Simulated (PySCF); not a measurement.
Static response to an electric field

Compound: CH₇PSi.
SMILES with atom numbers: `[CH3:1][SiH2:2][PH2:3]` (hydrogens: H4, H5, H6 on C1; H7, H8 on Si2; H9, H10 on P3)

Geometry (PBE0-D3(BJ)/def2-SVP, Å), atoms numbered from 1 in this order:
```
atom  x, y, z in Å
C1    -1.1367    0.7247   -0.0978
Si2   -0.1364   -0.8538    0.1082
P3     2.1107   -0.5426    0.0608
H4    -2.2165    0.5096   -0.0640
H5    -0.9029    1.4396    0.7059
H6    -0.9115    1.2067   -1.0614
H7    -0.4533   -1.5072    1.4165
H8    -0.4622   -1.8255   -0.9820
H9     2.0608    0.2945   -1.0980
H10    2.0657    0.5634    0.9668
```

Level: CAM-B3LYP/def2-SVPD (PySCF), static field, nuclei fixed, core orbitals frozen in the response. The polarisability tensor in these axes (au):

```
x   82.43 -1.25  0.11
y   -1.25 65.98 -0.67
z    0.11 -0.67 60.96
```

**Question.** Diagonalise the tensor; give its mean and Δα, where Δα² is half the sum of the squared differences of the eigenvalues.

**Answer.** Principal values 60.87, 65.98 and 82.53 au; mean 69.79 au = 10.34 Å³ = 11.51 × 10⁻⁴⁰ C²·m²/J; Δα = 19.61 au (28 % of the mean).

**Question.** What is the dipole moment, and where does it point?

**Answer.** (-0.97, 1.08, -0.14) D, 1.46 D in size, pointing from the negative to the positive side. Measured along this direction, the outermost atoms are P3 at the negative end and H4 at the positive end.

**Question.** Estimate the molar refractivity from the static electronic polarisability.

**Answer.** Lorentz–Lorenz: R = (4π/3)N_A α = 2.5225 cm³/(mol·Å³) × 10.34 Å³ = 26.1 cm³/mol, in the limit of long wavelengths.

**Question.** How large is μ²/3kT at 400 K beside α?

**Answer.** In Gaussian units μ²/3kT = 12.82 Å³ against 10.34 Å³, a ratio of 1.24; the Debye molar polarisation (4π/3)N_A(α + μ²/3kT) is 58.4 cm³/mol, leaving out the vibrational part.

**Question.** Find the Langevin capture rate constant for NH4+ (18.034 u) meeting this molecule (78.005 u), k = 2.342 × 10⁻⁹ cm³/s × √(α in Å³ / reduced mass in u).

**Answer.** The reduced mass is 14.65 u, so k = 1.97 × 10⁻⁹ cm³/s. The formula leaves out the permanent dipole, which adds to the capture rate.

**Question.** What depolarisation ratio follows for Rayleigh scattering of linearly polarised light, taking the static tensor?

**Answer.** ρ = 3Δα²/(45ᾱ² + 4Δα²) = 1153.6/(219173 + 1538.1) = 0.00523.

Geometry: PBE0-D3(BJ)/def2-SVP, one conformer, isolated molecule.
